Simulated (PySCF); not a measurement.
Compound: ethylidenecyclopropane, C5H8.
Atom-mapped SMILES: `[CH3:1][CH:2]=[C:3]1[CH2:4][CH2:5]1` (hydrogens: H6, H7, H8 on C1; H9 on C2; H10, H11 on C4; H12, H13 on C5)

All values: wB97X-D/def2-SVPD (PySCF, non-relativistic), on one gas-phase PBE0-D3(BJ)/def2-SVP geometry that isn't relaxed in the solvent. The solvent is an IEF-PCM continuum (cavity from Bondi-type radii × 1.2), and excitations are vertical TDDFT with non-equilibrium linear response and a frozen core. Specific hydrogen bonds and non-electrostatic terms are outside this model.

Gas-phase singlets (H = HOMO, L = LUMO):

```csv
state,E (eV),λ (nm),f,leading configurations
S1,6.936,179,0.000,H-1→L 97%
S2,7.096,175,0.020,H→L+1 82%
S3,7.100,175,0.540,H→L 94%
S4,7.580,164,0.002,H-2→L 98%
S5,7.686,161,0.005,"H→L+2 70%, H→L+3 19%"
```

Question: How does the list change in cyclohexane (ε = 2.017)?

Answer: 
```json
{"state": "S1", "E (eV)": "6.917", "λ (nm)": "179", "f": "0.001", "leading configurations": "H-1→L 97%", "change by rank (eV)": "-0.019"}
{"state": "S2", "E (eV)": "6.930", "λ (nm)": "179", "f": "0.697", "leading configurations": "H→L 97%", "change by rank (eV)": "-0.166"}
{"state": "S3", "E (eV)": "7.079", "λ (nm)": "175", "f": "0.005", "leading configurations": "H→L+1 84%", "change by rank (eV)": "-0.021"}
{"state": "S4", "E (eV)": "7.571", "λ (nm)": "164", "f": "0.003", "leading configurations": "H-2→L 98%", "change by rank (eV)": "-0.009"}
{"state": "S5", "E (eV)": "7.714", "λ (nm)": "161", "f": "0.006", "leading configurations": "H→L+2 74%, H→L+3 16%", "change by rank (eV)": "+0.028"}
```

Question: Give the list for chloroform (ε = 4.711), n² = 2.09.

Answer: 
```csv
state,E (eV),λ (nm),f,leading configurations,change by rank (eV)
S1,6.911,179,0.000,H-1→L 97%,-0.025
S2,6.940,179,0.702,H→L 97%,-0.156
S3,7.090,175,0.007,H→L+1 85%,-0.010
S4,7.566,164,0.003,H-2→L 98%,-0.014
S5,7.743,160,0.006,"H→L+2 76%, H→L+3 13%",+0.057
```

Question: How do the frontier levels move from gas to chloroform?

Answer: 
```tsv
orbital	gas (eV)	solvent (eV)	change (eV)
LUMO+2	2.96	3.01	+0.05
LUMO+1	2.54	2.58	+0.04
LUMO	2.15	2.16	+0.01
HOMO	-8.79	-8.81	-0.02
HOMO-1	-10.12	-10.10	+0.02
HOMO-2	-10.65	-10.63	+0.02
HOMO-3	-12.21	-12.14	+0.07
```

The HOMO–LUMO gap goes from 10.93 to 10.97 eV.
